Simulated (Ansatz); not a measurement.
# AlBH (doublet): wB97M-V, B2PLYP, RPA-PBE over a scan of the angle Al2–B1–H3, 6-31G, part 2 of 2

Ansatz 0.2.0, Gaussian basis; 6-31G, all electrons in the functionals, frozen cores in the correlation of double hybrids and RPA.

### 13 B2PLYP, 118.8°

Input file in.yaml:

```yaml
crystal:
  periodic: [false, false, false]
  atoms:
    - {symbol: B, position_ang: [0.000000, -0.667836, 1.297903]}
    - {symbol: Al, position_ang: [0.000000, 0.266879, -0.605119]}
    - {symbol: H, position_ang: [0.000000, 0.019016, 2.277339]}
basis:
  gaussian: {orbitals: 6-31G}
magnetization: {spin_polarized: true, initial_magnetization: 1}
hamiltonian: {xc: {name: B2PLYP}}
correlation: {electrons: outside_noble_gas}
```

Run with:

```bash
> ansatz run in.yaml --threads 1 --pin off --events-out ev --progress --plain --max-ram 2393MiB
```

What it wrote (excerpt; [...] marks lines left out):

```text
Functional definition: B2PLYP
  name "B2PLYP"
  cite "Grimme, J. Chem. Phys. 124, 034108 (2006) doi:10.1063/1.2148954"
  cite "Becke, Phys. Rev. A 38, 3098 (1988) doi:10.1103/PhysRevA.38.3098"
  cite "Lee, Yang & Parr, Phys. Rev. B 37, 785 (1988) doi:10.1103/PhysRevB.37.785"
[...]
296 factors; integrals over basis functions are off by at most 2.5e-4 eV
[...]
mean field -7279.17646945 eV, -267.5048012493 hartree, gradient 4.0e-6 eV, S^2 0.960983; 6 other end points of the search recorded, 0 dependent functions left out
6 core orbitals not correlated: weight in the atoms' cores, before any rotation towards them, 1.000 or more for the frozen orbitals, at most 0.000 for the correlated occupied ones
reference -7279.17658665 eV, -267.5048055562 hartree; 4, 3 occupied and 14, 15 virtual orbitals, 296 factors
second order -2.16473483 eV of doubles, -0.00000000 eV of singles
Total energy: -7279.76106505 eV, -267.5262847414 hartree
```

It took 2.8 s on 1 thread of Intel Xeon Platinum 8375C at 2.90GHz, shared host.

From the report: ⟨S²⟩ of the determinant 0.961 (pure doublet: 0.75).

### 14 B2PLYP, 136.6°

Input file in.yaml:

```yaml
crystal:
  periodic: [false, false, false]
  atoms:
    - {symbol: B, position_ang: [0.000000, -0.451124, 1.380077]}
    - {symbol: Al, position_ang: [0.000000, 0.177920, -0.644644]}
    - {symbol: H, position_ang: [0.000000, 0.075930, 2.453983]}
basis:
  gaussian: {orbitals: 6-31G}
magnetization: {spin_polarized: true, initial_magnetization: 1}
hamiltonian: {xc: {name: B2PLYP}}
correlation: {electrons: outside_noble_gas}
```

Launched as before.

What it wrote (excerpt; [...] marks lines left out):

```text
Functional definition: B2PLYP
  name "B2PLYP"
  cite "Grimme, J. Chem. Phys. 124, 034108 (2006) doi:10.1063/1.2148954"
  cite "Becke, Phys. Rev. A 38, 3098 (1988) doi:10.1103/PhysRevA.38.3098"
  cite "Lee, Yang & Parr, Phys. Rev. B 37, 785 (1988) doi:10.1103/PhysRevB.37.785"
[...]
296 factors; integrals over basis functions are off by at most 2.6e-4 eV
[...]
mean field -7279.32681226 eV, -267.5103262458 hartree, gradient 1.2e-6 eV, S^2 0.920081; 8 other end points of the search recorded, 0 dependent functions left out
6 core orbitals not correlated: weight in the atoms' cores, before any rotation towards them, 1.000 or more for the frozen orbitals, at most 0.000 for the correlated occupied ones
reference -7279.32692877 eV, -267.5103305273 hartree; 4, 3 occupied and 14, 15 virtual orbitals, 296 factors
second order -2.17027863 eV of doubles, -0.00000000 eV of singles
Total energy: -7279.91290400 eV, -267.5318647198 hartree
```

Wall time 3.3 s (1 thread of Intel Xeon Platinum 8375C at 2.90GHz, shared host).

From the report: ⟨S²⟩ of the determinant 0.920 (pure doublet: 0.75).

### 15 B2PLYP, 161.2°

Input file in.yaml:

```yaml
crystal:
  periodic: [false, false, false]
  atoms:
    - {symbol: B, position_ang: [0.000000, -0.156486, 0.316905]}
    - {symbol: Al, position_ang: [0.000000, 0.026792, -1.795344]}
    - {symbol: H, position_ang: [0.000000, 0.129694, 1.478439]}
basis:
  gaussian: {orbitals: 6-31G}
magnetization: {spin_polarized: true, initial_magnetization: 1}
hamiltonian: {xc: {name: B2PLYP}}
correlation: {electrons: outside_noble_gas}
```

Same command.

What it wrote (excerpt; [...] marks lines left out):

```text
Functional definition: B2PLYP
  name "B2PLYP"
  cite "Grimme, J. Chem. Phys. 124, 034108 (2006) doi:10.1063/1.2148954"
  cite "Becke, Phys. Rev. A 38, 3098 (1988) doi:10.1103/PhysRevA.38.3098"
  cite "Lee, Yang & Parr, Phys. Rev. B 37, 785 (1988) doi:10.1103/PhysRevB.37.785"
[...]
296 factors; integrals over basis functions are off by at most 2.5e-4 eV
[...]
mean field -7279.42215271 eV, -267.5138299427 hartree, gradient 2.3e-6 eV, S^2 0.917906; 9 other end points of the search recorded, 0 dependent functions left out
6 core orbitals not correlated: weight in the atoms' cores, before any rotation towards them, 1.000 or more for the frozen orbitals, at most 0.000 for the correlated occupied ones
reference -7279.42226902 eV, -267.5138342170 hartree; 4, 3 occupied and 14, 15 virtual orbitals, 296 factors
second order -2.15663041 eV of doubles, -0.00000000 eV of singles
Total energy: -7280.00455923 eV, -267.5352329875 hartree
```

It took 3.8 s on 1 thread of Intel Xeon Platinum 8375C at 2.90GHz, shared host.

From the report: ⟨S²⟩ of the determinant 0.918 (pure doublet: 0.75).

### 16 B2PLYP, 167.9°

Input file in.yaml:

```yaml
crystal:
  periodic: [false, false, false]
  atoms:
    - {symbol: B, position_ang: [0.000000, -0.091982, 0.314337]}
    - {symbol: Al, position_ang: [0.000000, -0.033351, -1.805038]}
    - {symbol: H, position_ang: [0.000000, 0.125333, 1.490702]}
basis:
  gaussian: {orbitals: 6-31G}
magnetization: {spin_polarized: true, initial_magnetization: 1}
hamiltonian: {xc: {name: B2PLYP}}
correlation: {electrons: outside_noble_gas}
```

Launched as before.

What it wrote (excerpt; [...] marks lines left out):

```text
Functional definition: B2PLYP
  name "B2PLYP"
  cite "Grimme, J. Chem. Phys. 124, 034108 (2006) doi:10.1063/1.2148954"
  cite "Becke, Phys. Rev. A 38, 3098 (1988) doi:10.1103/PhysRevA.38.3098"
  cite "Lee, Yang & Parr, Phys. Rev. B 37, 785 (1988) doi:10.1103/PhysRevB.37.785"
[...]
296 factors; integrals over basis functions are off by at most 2.5e-4 eV
[...]
mean field -7279.43234420 eV, -267.5142044731 hartree, gradient 1.0e-6 eV, S^2 0.921202; 8 other end points of the search recorded, 0 dependent functions left out
6 core orbitals not correlated: weight in the atoms' cores, before any rotation towards them, 1.000 or more for the frozen orbitals, at most 0.000 for the correlated occupied ones
reference -7279.43246052 eV, -267.5142087477 hartree; 4, 3 occupied and 14, 15 virtual orbitals, 296 factors
second order -2.14963617 eV of doubles, -0.00000000 eV of singles
Total energy: -7280.01286229 eV, -267.5355381192 hartree
```

Wall time 3.8 s (1 thread of Intel Xeon Platinum 8375C at 2.90GHz, shared host).

From the report: ⟨S²⟩ of the determinant 0.921 (pure doublet: 0.75).

### 17 B2PLYP, 180.0°

Input file in.yaml:

```yaml
crystal:
  periodic: [false, false, false]
  atoms:
    - {symbol: B, position_ang: [0.000000, 0.000000, 0.307972]}
    - {symbol: Al, position_ang: [0.000000, 0.000000, -1.812214]}
    - {symbol: H, position_ang: [0.000000, 0.000000, 1.504242]}
basis:
  gaussian: {orbitals: 6-31G}
magnetization: {spin_polarized: true, initial_magnetization: 1}
hamiltonian: {xc: {name: B2PLYP}}
correlation: {electrons: outside_noble_gas}
```

The command is unchanged.

What it wrote (excerpt; [...] marks lines left out):

```text
Functional definition: B2PLYP
  name "B2PLYP"
  cite "Grimme, J. Chem. Phys. 124, 034108 (2006) doi:10.1063/1.2148954"
  cite "Becke, Phys. Rev. A 38, 3098 (1988) doi:10.1103/PhysRevA.38.3098"
  cite "Lee, Yang & Parr, Phys. Rev. B 37, 785 (1988) doi:10.1103/PhysRevB.37.785"
[...]
296 factors; integrals over basis functions are off by at most 2.5e-4 eV
[...]
mean field -7279.43664270 eV, -267.5143624398 hartree, gradient 2.1e-6 eV, S^2 0.898862; 6 other end points of the search recorded, 0 dependent functions left out
6 core orbitals not correlated: weight in the atoms' cores, before any rotation towards them, 1.000 or more for the frozen orbitals, at most 0.000 for the correlated occupied ones
reference -7279.43675818 eV, -267.5143666835 hartree; 4, 3 occupied and 14, 15 virtual orbitals, 296 factors
second order -2.14542448 eV of doubles, -0.00000000 eV of singles
Total energy: -7280.01602278 eV, -267.5356542652 hartree
```

It took 1.6 s on 1 thread of Intel Xeon Platinum 8375C at 2.90GHz, shared host.

From the report: ⟨S²⟩ of the determinant 0.899 (pure doublet: 0.75).

From 167.9°: -0.003 eV.

### 18 RPA-PBE, 71.3°

Input file in.yaml:

```yaml
crystal:
  periodic: [false, false, false]
  atoms:
    - {symbol: B, position_ang: [0.000000, -1.154499, 0.933389]}
    - {symbol: Al, position_ang: [0.000000, 0.467493, -0.432016]}
    - {symbol: H, position_ang: [0.000000, -0.131351, 1.553251]}
basis:
  gaussian: {orbitals: 6-31G}
magnetization: {spin_polarized: true, initial_magnetization: 1}
hamiltonian: {xc: {name: PBE}}
correlation: {method: rpa, electrons: outside_noble_gas}
```

Launched as before.

What it wrote (excerpt; [...] marks lines left out):

```text
Functional definition: PBE
  name "PBE"
  cite "Perdew, Burke & Ernzerhof, Phys. Rev. Lett. 77, 3865 (1996) doi:10.1103/PhysRevLett.77.3865"
  parent pbe
[...]
296 factors; integrals over basis functions are off by at most 2.5e-4 eV
[...]
mean field -7278.92883923 eV, -267.4957010066 hartree, gradient 2.3e-6 eV, S^2 0.994318; 13 other end points of the search recorded, 0 dependent functions left out
6 core orbitals not correlated: weight in the atoms' cores, before any rotation towards them, 1.000 or more for the frozen orbitals, at most 0.000 for the correlated occupied ones
reference -7264.35292727 eV, -266.9600461220 hartree; 4, 3 occupied and 14, 15 virtual orbitals, 296 factors
Total energy: -7269.44414494 eV, -267.1471449202 hartree
```

Run time: 4.3 s. Hardware: 1 thread of Intel Xeon Platinum 8375C at 2.90GHz, shared host.

From the report: ⟨S²⟩ of the determinant 0.994 (pure doublet: 0.75).

### 19 RPA-PBE, 88.2°

Input file in.yaml:

```yaml
crystal:
  periodic: [false, false, false]
  atoms:
    - {symbol: B, position_ang: [0.000000, -1.000076, 1.085095]}
    - {symbol: Al, position_ang: [0.000000, 0.403667, -0.503834]}
    - {symbol: H, position_ang: [0.000000, -0.079121, 1.848575]}
basis:
  gaussian: {orbitals: 6-31G}
magnetization: {spin_polarized: true, initial_magnetization: 1}
hamiltonian: {xc: {name: PBE}}
correlation: {method: rpa, electrons: outside_noble_gas}
```

The command is unchanged.

What it wrote (excerpt; [...] marks lines left out):

```text
Functional definition: PBE
  name "PBE"
  cite "Perdew, Burke & Ernzerhof, Phys. Rev. Lett. 77, 3865 (1996) doi:10.1103/PhysRevLett.77.3865"
  parent pbe
[...]
296 factors; integrals over basis functions are off by at most 2.5e-4 eV
[...]
mean field -7279.17670901 eV, -267.5048100529 hartree, gradient 1.9e-6 eV, S^2 1.045885; 13 other end points of the search recorded, 0 dependent functions left out
6 core orbitals not correlated: weight in the atoms' cores, before any rotation towards them, 1.000 or more for the frozen orbitals, at most 0.000 for the correlated occupied ones
reference -7264.79977777 eV, -266.9764675751 hartree; 4, 3 occupied and 14, 15 virtual orbitals, 296 factors
Total energy: -7269.67555490 eV, -267.1556490793 hartree
```

Wall time 4.1 s (1 thread of Intel Xeon Platinum 8375C at 2.90GHz, shared host).

From the report: ⟨S²⟩ of the determinant 1.046 (pure doublet: 0.75).

### 20 RPA-PBE, 103.7°

Input file in.yaml:

```yaml
crystal:
  periodic: [false, false, false]
  atoms:
    - {symbol: B, position_ang: [0.000000, -0.839266, 1.203592]}
    - {symbol: Al, position_ang: [0.000000, 0.337387, -0.560119]}
    - {symbol: H, position_ang: [0.000000, -0.029679, 2.084291]}
basis:
  gaussian: {orbitals: 6-31G}
magnetization: {spin_polarized: true, initial_magnetization: 1}
hamiltonian: {xc: {name: PBE}}
correlation: {method: rpa, electrons: outside_noble_gas}
```

The command is unchanged.

What it wrote (excerpt; [...] marks lines left out):

```text
Functional definition: PBE
  name "PBE"
  cite "Perdew, Burke & Ernzerhof, Phys. Rev. Lett. 77, 3865 (1996) doi:10.1103/PhysRevLett.77.3865"
  parent pbe
[...]
296 factors; integrals over basis functions are off by at most 2.5e-4 eV
[...]
mean field -7279.37062402 eV, -267.5119362979 hartree, gradient 1.2e-6 eV, S^2 1.054128; 12 other end points of the search recorded, 0 dependent functions left out
6 core orbitals not correlated: weight in the atoms' cores, before any rotation towards them, 1.000 or more for the frozen orbitals, at most 0.000 for the correlated occupied ones
reference -7265.12907624 eV, -266.9885690703 hartree; 4, 3 occupied and 14, 15 virtual orbitals, 296 factors
Total energy: -7269.89062454 eV, -267.1635527429 hartree
```

It took 4 s on 1 thread of Intel Xeon Platinum 8375C at 2.90GHz, shared host.

From the report: ⟨S²⟩ of the determinant 1.054 (pure doublet: 0.75).

### 21 RPA-PBE, 118.8°

Input file in.yaml:

```yaml
crystal:
  periodic: [false, false, false]
  atoms:
    - {symbol: B, position_ang: [0.000000, -0.667836, 1.297903]}
    - {symbol: Al, position_ang: [0.000000, 0.266879, -0.605119]}
    - {symbol: H, position_ang: [0.000000, 0.019016, 2.277339]}
basis:
  gaussian: {orbitals: 6-31G}
magnetization: {spin_polarized: true, initial_magnetization: 1}
hamiltonian: {xc: {name: PBE}}
correlation: {method: rpa, electrons: outside_noble_gas}
```

Same command.

What it wrote (excerpt; [...] marks lines left out):

```text
Functional definition: PBE
  name "PBE"
  cite "Perdew, Burke & Ernzerhof, Phys. Rev. Lett. 77, 3865 (1996) doi:10.1103/PhysRevLett.77.3865"
  parent pbe
[...]
296 factors; integrals over basis functions are off by at most 2.5e-4 eV
[...]
mean field -7279.52184934 eV, -267.5174937261 hartree, gradient 8.9e-6 eV, S^2 1.055045; 12 other end points of the search recorded, 0 dependent functions left out
6 core orbitals not correlated: weight in the atoms' cores, before any rotation towards them, 1.000 or more for the frozen orbitals, at most 0.000 for the correlated occupied ones
reference -7265.38817502 eV, -266.9980907750 hartree; 4, 3 occupied and 14, 15 virtual orbitals, 296 factors
Total energy: -7270.06425472 eV, -267.1699335346 hartree
```

Wall time 4.3 s (1 thread of Intel Xeon Platinum 8375C at 2.90GHz, shared host).

From the report: ⟨S²⟩ of the determinant 1.055 (pure doublet: 0.75).

### 22 RPA-PBE, 136.6°

Input file in.yaml:

```yaml
crystal:
  periodic: [false, false, false]
  atoms:
    - {symbol: B, position_ang: [0.000000, -0.451124, 1.380077]}
    - {symbol: Al, position_ang: [0.000000, 0.177920, -0.644644]}
    - {symbol: H, position_ang: [0.000000, 0.075930, 2.453983]}
basis:
  gaussian: {orbitals: 6-31G}
magnetization: {spin_polarized: true, initial_magnetization: 1}
hamiltonian: {xc: {name: PBE}}
correlation: {method: rpa, electrons: outside_noble_gas}
```

Same command.

What it wrote (excerpt; [...] marks lines left out):

```text
Functional definition: PBE
  name "PBE"
  cite "Perdew, Burke & Ernzerhof, Phys. Rev. Lett. 77, 3865 (1996) doi:10.1103/PhysRevLett.77.3865"
  parent pbe
[...]
296 factors; integrals over basis functions are off by at most 2.6e-4 eV
[...]
mean field -7279.63338662 eV, -267.5215926455 hartree, gradient 1.4e-6 eV, S^2 1.076307; 15 other end points of the search recorded, 0 dependent functions left out
6 core orbitals not correlated: weight in the atoms' cores, before any rotation towards them, 1.000 or more for the frozen orbitals, at most 0.000 for the correlated occupied ones
reference -7265.62974616 eV, -267.0069683505 hartree; 4, 3 occupied and 14, 15 virtual orbitals, 296 factors
Total energy: -7270.17750633 eV, -267.1740954542 hartree
```

Wall time 4.3 s (1 thread of Intel Xeon Platinum 8375C at 2.90GHz, shared host).

From the report: ⟨S²⟩ of the determinant 1.076 (pure doublet: 0.75).

### 23 RPA-PBE, 161.2°

Input file in.yaml:

```yaml
crystal:
  periodic: [false, false, false]
  atoms:
    - {symbol: B, position_ang: [0.000000, -0.156486, 0.316905]}
    - {symbol: Al, position_ang: [0.000000, 0.026792, -1.795344]}
    - {symbol: H, position_ang: [0.000000, 0.129694, 1.478439]}
basis:
  gaussian: {orbitals: 6-31G}
magnetization: {spin_polarized: true, initial_magnetization: 1}
hamiltonian: {xc: {name: PBE}}
correlation: {method: rpa, electrons: outside_noble_gas}
```

Same command.

What it wrote (excerpt; [...] marks lines left out):

```text
Functional definition: PBE
  name "PBE"
  cite "Perdew, Burke & Ernzerhof, Phys. Rev. Lett. 77, 3865 (1996) doi:10.1103/PhysRevLett.77.3865"
  parent pbe
[...]
296 factors; integrals over basis functions are off by at most 2.5e-4 eV
[...]
mean field -7279.66770202 eV, -267.5228537133 hartree, gradient 4.7e-6 eV, S^2 1.141429; 11 other end points of the search recorded, 0 dependent functions left out
6 core orbitals not correlated: weight in the atoms' cores, before any rotation towards them, 1.000 or more for the frozen orbitals, at most 0.000 for the correlated occupied ones
reference -7265.84176069 eV, -267.0147597409 hartree; 4, 3 occupied and 14, 15 virtual orbitals, 296 factors
Total energy: -7270.17149374 eV, -267.1738744956 hartree
```

Run time: 4.6 s. Hardware: 1 thread of Intel Xeon Platinum 8375C at 2.90GHz, shared host.

From the report: ⟨S²⟩ of the determinant 1.141 (pure doublet: 0.75).

### 24 RPA-PBE, 167.9°

Input file in.yaml:

```yaml
crystal:
  periodic: [false, false, false]
  atoms:
    - {symbol: B, position_ang: [0.000000, -0.091982, 0.314337]}
    - {symbol: Al, position_ang: [0.000000, -0.033351, -1.805038]}
    - {symbol: H, position_ang: [0.000000, 0.125333, 1.490702]}
basis:
  gaussian: {orbitals: 6-31G}
magnetization: {spin_polarized: true, initial_magnetization: 1}
hamiltonian: {xc: {name: PBE}}
correlation: {method: rpa, electrons: outside_noble_gas}
```

Launched as before.

What it wrote (excerpt; [...] marks lines left out):

```text
Functional definition: PBE
  name "PBE"
  cite "Perdew, Burke & Ernzerhof, Phys. Rev. Lett. 77, 3865 (1996) doi:10.1103/PhysRevLett.77.3865"
  parent pbe
[...]
296 factors; integrals over basis functions are off by at most 2.5e-4 eV
[...]
mean field -7279.65945164 eV, -267.5225505173 hartree, gradient 2.3e-6 eV, S^2 1.157027; 10 other end points of the search recorded, 0 dependent functions left out
6 core orbitals not correlated: weight in the atoms' cores, before any rotation towards them, 1.000 or more for the frozen orbitals, at most 0.000 for the correlated occupied ones
reference -7265.87246598 eV, -267.0158881397 hartree; 4, 3 occupied and 14, 15 virtual orbitals, 296 factors
Total energy: -7270.15158806 eV, -267.1731429756 hartree
```

Wall time 4.5 s (1 thread of Intel Xeon Platinum 8375C at 2.90GHz, shared host).

From the report: ⟨S²⟩ of the determinant 1.157 (pure doublet: 0.75).

### 25 RPA-PBE, 180.0°

Input file in.yaml:

```yaml
crystal:
  periodic: [false, false, false]
  atoms:
    - {symbol: B, position_ang: [0.000000, 0.000000, 0.307972]}
    - {symbol: Al, position_ang: [0.000000, 0.000000, -1.812214]}
    - {symbol: H, position_ang: [0.000000, 0.000000, 1.504242]}
basis:
  gaussian: {orbitals: 6-31G}
magnetization: {spin_polarized: true, initial_magnetization: 1}
hamiltonian: {xc: {name: PBE}}
correlation: {method: rpa, electrons: outside_noble_gas}
```

The command is unchanged.

What it wrote (excerpt; [...] marks lines left out):

```text
Functional definition: PBE
  name "PBE"
  cite "Perdew, Burke & Ernzerhof, Phys. Rev. Lett. 77, 3865 (1996) doi:10.1103/PhysRevLett.77.3865"
  parent pbe
[...]
296 factors; integrals over basis functions are off by at most 2.5e-4 eV
[...]
mean field -7279.64041629 eV, -267.5218509811 hartree, gradient 2.3e-6 eV, S^2 1.163866; 19 other end points of the search recorded, 0 dependent functions left out
6 core orbitals not correlated: weight in the atoms' cores, before any rotation towards them, 1.000 or more for the frozen orbitals, at most 0.000 for the correlated occupied ones
reference -7265.88763108 eV, -267.0164454465 hartree; 4, 3 occupied and 14, 15 virtual orbitals, 296 factors
Total energy: -7270.12404497 eV, -267.1721307855 hartree
```

Wall time 4 s (1 thread of Intel Xeon Platinum 8375C at 2.90GHz, shared host).

From the report: ⟨S²⟩ of the determinant 1.164 (pure doublet: 0.75).

From 167.9°: +0.028 eV.

### 26 The comparison

The yardstick is full CI for this spin, exact in this basis with these frozen cores. It comes from earlier runs at the same points. Energies in eV, counted from 167.9°; blanks weren't run or aren't comparable.

| level | 71.3° | 88.2° | 103.7° | 118.8° | 136.6° | 161.2° | 167.9° | 180.0° |
| --- | --- | --- | --- | --- | --- | --- | --- | --- |
| FCI | 0.693 | 0.451 | 0.251 | 0.100 | 0.002 | -0.008 | 0.000 | 0.008 |
| wB97M-V | 1.027 | 0.745 | 0.508 | 0.313 | 0.145 | 0.016 | 0.000 | -0.011 |
| B2PLYP | 0.972 | 0.677 | 0.440 | 0.252 | 0.100 | 0.008 | 0.000 | -0.003 |
| RPA-PBE | 0.707 | 0.476 | 0.261 | 0.087 | -0.026 | -0.020 | 0.000 | 0.028 |

Largest miss and mean time a point (FCI took 22 s a point; shared hosts):

| level | largest miss (eV) | where | time a point |
| --- | --- | --- | --- |
| wB97M-V | +0.334 | 71.3° | 11 s |
| B2PLYP | +0.279 | 71.3° | 3 s |
| RPA-PBE | -0.028 | 136.6° | 4.3 s |

### 27 Results

This closing draws on all 2 parts.

| quantity | value |
| --- | --- |
| span of the FCI curve | 0.701 eV |
| largest miss, wB97M-V | +0.334 eV (71.3°) |
| largest miss, B2PLYP | +0.279 eV (71.3°) |
| largest miss, RPA-PBE | -0.028 eV (136.6°) |

**Reading.** Of the functionals, RPA-PBE keep the smallest largest miss at the points compared (at most 0.028 eV) and wB97M-V strays most (0.334 eV, at 71.3°). RPA-PBE clearly breaks the spin symmetry at some points (⟨S²⟩ up to 0.41 above the pure value), so energy there is bought with a mixed spin. Functionals and the yardstick converge differently with the basis, so part of each miss in 6-31G is the basis.
